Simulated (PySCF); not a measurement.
**AlP⁻ at PBE0**

Level: PBE0. basis Al aug-cc-pV(D+d)Z, P aug-cc-pV(D+d)Z; no relativity; PySCF 2.14.

```json
{
  "state": "²Π (doublet), unpaired electrons π ↑, a second solution, started from another occupation",
  "bond length": "4.263 bohr",
  "harmonic wavenumber": "476 cm⁻¹",
  "force constant": "1.92 mdyn/Å",
  "rotational constant Be": "0.2297 cm⁻¹",
  "anharmonicity ωexe": "1.85 cm⁻¹",
  "vibration–rotation constant αe": "0.00131 cm⁻¹",
  "energy of the minimum from ground-state Al + P⁻": "-3.50 eV",
  "bond order (Mayer)": "1.62",
  "dipole moment (positive dipole points towards P; it is taken about the centre of mass and depends on that origin)": "0.05 D"
}
```

For an ion De counts to the pair picked by the measured ionisation energies or electron affinities, which need not be the lowest pair at this level.
